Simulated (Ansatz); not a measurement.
Molecule: C₄H₇, net charge -1, singlet state. It need not be the lowest isomer of its formula. Whether it binds its extra electron was not tested at this geometry. 
Coordinates optimised at B3LYP-D3(BJ)/def2-TZVP (Ansatz, a quantum-chemistry and plane-wave program):
```xyz
11

C     -0.0056     1.0637    -0.3860
C      0.0062    -1.0372    -0.0577
C     -1.0634     0.0687     0.1178
C      1.0621     0.0812     0.1215
H     -0.0123     2.0675     0.0697
H      0.0102    -1.4253    -1.0792
H      0.0099    -1.8735     0.6568
H     -1.3271     0.1168     1.2091
H     -2.0163    -0.0500    -0.4250
H      1.3214     0.1323     1.2136
H      2.0182    -0.0263    -0.4181
```
Charge -1, spin multiplicity 1.

Basis-set convergence of Hartree-Fock and MP2 correlation energies (hartree) with Ansatz. Cores are frozen in the correlated levels unless marked. No spin-orbit coupling. No relativistic terms. This anion needs diffuse functions, which these sets lack.

```
basis    functions       E(HF)  E(corr, MP2)
-------  ---------  ----------  ------------
cc-pVDZ         91  -155.40340      -0.58034
cc-pVTZ        218         ___           ___
```

Task: Fill in the missing entries.

Result: 
- cc-pVTZ, E(HF): -155.45007
- cc-pVTZ, E(corr, MP2): -0.70934
